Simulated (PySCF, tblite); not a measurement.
Bond stretch in Li₂, singlet.

Levels: RHF/LANL2DZ = restricted Hartree-Fock/LANL2DZ in PySCF 2.14.0; GFN2-xTB, 300 K electronic temperature (tblite); UKS-B3LYP/6-31G* = unrestricted B3LYP/6-31G*, spherical d (PySCF 2.14.0).

Total energies in hartree (comparable only within one method and basis):

| R / Å | RHF/LANL2DZ | GFN2-xTB | UKS-B3LYP/6-31G* |
|---|---|---|---|
| 2.07 | -14.84426 | -0.48960 | -14.99490 |
| 2.19 | -14.85280 | -0.49132 | -15.00231 |
| 2.38 | -14.86189 | -0.49155 | -15.00978 |
| 2.46 | -14.86438 | -0.49093 | -15.01166 |
| 2.62 | -14.86750 | -0.48867 | -15.01371 |
| 2.69 | -14.86821 | -0.48731 | -15.01401 |
| 2.74 | -14.86851 | -0.48621 | -15.01405 |
| 2.85 | -14.86864 | -0.48347 | -15.01367 |
| 2.92 | -14.86840 | -0.48154 | -15.01315 |
| 3.00 | -14.86787 | -0.47921 | -15.01234 |
| 3.15 | -14.86625 | -0.47487 | -15.01035 |
| 3.47 | -14.86097 | -0.46825 | -15.00481 |
| 3.73 | -14.85564 | -0.45950 | -14.99978 |
| 4.10 | -14.84748 | -0.44640 | -14.99377 |
| 4.61 | -14.83637 | -0.42849 | -14.98821 |
| 4.94 | -14.82968 | -0.41754 | -14.98598 |
| 5.37 | -14.82174 | -0.40468 | -14.98416 |
| 6.03 | -14.81134 | -0.38895 | -14.98278 |
| 6.82 | -14.80147 | -0.37627 | -14.98215 |
| 7.35 | -14.79618 | -0.37065 | -14.98198 |
| 8.22 | -14.78933 | — | -14.98186 |

Dashes: no converged value, or the column stops at the first point that the program doubted or that broke a chosen test of continuity, which isn't proof of a fault.

The restricted form behind RHF/LANL2DZ keeps the bonding electrons paired and can't separate into open-shell fragments. The unrestricted determinant behind UKS-B3LYP/6-31G* is spin-contaminated at 3.73 to 8.22 Å (<S²> up to 1.0, against 0.00 for a pure singlet).
